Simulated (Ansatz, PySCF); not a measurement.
This Ansatz (a first-principles code) input computes a CCSD(T)/cc-pVDZ energy:

Ansatz 0.2 input:
```yaml
crystal:
  periodic: [false, false, false]
  atoms:
    - {symbol: O, position_ang: [1.13995611, -0.25449883, 0.02054648]}
    - {symbol: O, position_ang: [0.00546174, 0.47936869, 0.02574851]}
    - {symbol: O, position_ang: [-1.14541786, -0.22486987, -0.04629499]}
basis:
  gaussian:
    orbitals: cc-pVDZ
total_charge: -1
magnetization: {spin_polarized: true, initial_magnetization: 1}
correlation: {method: ccsd_t, electrons: outside_noble_gas}
```

Problem. Write an input for the same energy in PySCF and say what it gives.

Solution. 
```python
from pyscf import gto, scf, mp, cc as ccmod

mol = gto.M(
    atom='''
    O     1.13995611   -0.25449883    0.02054648
    O     0.00546174    0.47936869    0.02574851
    O    -1.14541786   -0.22486987   -0.04629499
    ''',
    basis='cc-pvdz',
    charge=-1,
    spin=1,
    verbose=4,
)

mf = scf.UHF(mol)
mf.conv_tol = 1e-10
mf.max_cycle = 100
mf.kernel()
mo, _, stable, _ = mf.stability(return_status=True)
if not stable:
    mf.kernel(mf.make_rdm1(mo, mf.mo_occ))
mp2 = mp.MP2(mf, frozen=3).run()
cc = ccmod.CCSD(mf, frozen=3)
cc.max_cycle = 100
cc.kernel()
et = cc.ccsd_t()
print(f'E(CCSD(T)) = {cc.e_tot + et:.9f}')
```
It gives -224.93716 Eh, and Ansatz -224.93716 Eh, a difference of 0.00 mEh.
